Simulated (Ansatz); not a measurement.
We consider rutile PbO2, described by PBE-D3(BJ) (Ansatz, a quantum-chemistry and plane-wave program, PAW).

Run with plane-wave cutoff 520 eV, 12×12×16 k mesh (along the axes of the cell as run), Fermi–Dirac smearing 0.05 eV, scalar-relativistic PAW data made under PBE.

Shape and atoms are relaxed at each volume.

Pressure at four volumes; x = ln(V/14.509 Å³). One pressure is withheld.

```
V (Å³/atom)        x  P (GPa)
-----------  -------  -------
13.929       -0.0408        ?
14.219       -0.0202     2.50
14.509        0.0000     0.00
15.090        0.0393    -4.06
```

Q: Pass a parabola P(x) through the three rows shown, estimate the bulk modulus and its pressure derivative near zero pressure, and predict the withheld pressure.

A: Slopes between the rows: (0.00 − (2.50))/(0.0000 − (-0.0202)) = -123.76 and (-4.06 − (0.00))/(0.0393 − (0.0000)) = -103.31 GPa. Their difference over the span 0.0595 is c = 20.45/0.0595 = 343.7 GPa, so P(x) = 2.50 + (-123.76)(x − (-0.0202)) + 343.7 (x − (-0.0202))(x − (0.0000)). At the middle row B = −dP/dx = −[-123.76 + 343.7 × 0.0202] = 116.8 GPa, and B′ = dB/dP = 2c/B = 5.9. At x = -0.0408 the parabola gives 5.34 GPa; the run gives 5.35 GPa. The Birch–Murnaghan fit to the energies at all volumes has B0 = 116 GPa and B′ = 5.9.

Note: the bulk modulus comes from volumes at which shape and atoms were relaxed.

Spin–orbit coupling is not included; it can shift volumes and moduli of such heavy elements.
